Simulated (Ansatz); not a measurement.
```yaml
crystal:
  periodic: [false, false, false]
  atoms:
    - {symbol: N, position_ang: [-0.685743, 1.392186, 1.319219]}
    - {symbol: C, position_ang: [-0.425382, 0.954450, -0.084647]}
    - {symbol: C, position_ang: [0.182868, -0.575261, 0.330355]}
    - {symbol: C, position_ang: [0.479235, -1.212027, -0.933749]}
    - {symbol: F, position_ang: [1.097139, -2.440088, -0.715363]}
    - {symbol: H, position_ang: [0.010429, 1.399979, 1.909563]}
    - {symbol: H, position_ang: [-1.142434, 2.408443, 1.317695]}
    - {symbol: H, position_ang: [0.440407, 1.470158, -0.458637]}
    - {symbol: H, position_ang: [-1.059672, 0.920111, -0.582452]}
    - {symbol: H, position_ang: [0.919660, -0.616926, 0.930537]}
    - {symbol: H, position_ang: [-0.653206, -1.080987, 0.709607]}
    - {symbol: H, position_ang: [1.433475, -0.712470, -1.552569]}
    - {symbol: H, position_ang: [-0.471415, -1.324452, -1.783445]}
basis:
  gaussian: {orbitals: aug-pcseg-2, point_charges: [{charge: -1.00, position_ang: [5.731, -0.408, -0.676]}]}
hamiltonian: {xc: {name: rPW86-PBE}}
outputs: {forces: true}
```

```sh
$ ansatz run in.yaml --threads 4 --pin off --events-out ev --progress --plain --max-ram 10444MiB
```

It prints (some lines left out):

```
Error: YAML parse error: error: line 20 column 1: unknown field `outputs`, expected one of crystal, accuracy, basis, kpoints, hamiltonian, magnetization, projection, total_charge, correlation, batch, efield, external_charges, scf, relax, neb, saddle, md, ramp, phonons, dielectric, real_time, elastic, magnetic_configurations, gw, evaluate, workflow, output, checkpoint, execution
18 |   gaussian: {orbitals: aug-pcseg-2, point_charges: [{charge: -1.0…
19 | hamiltonian: {xc: {name: rPW86-PBE}}
20 | outputs: {forces: true}
```

Question: What is wrong with this run?

Answer: The input holds a key that doesn't belong there. The input was rejected before any iteration.
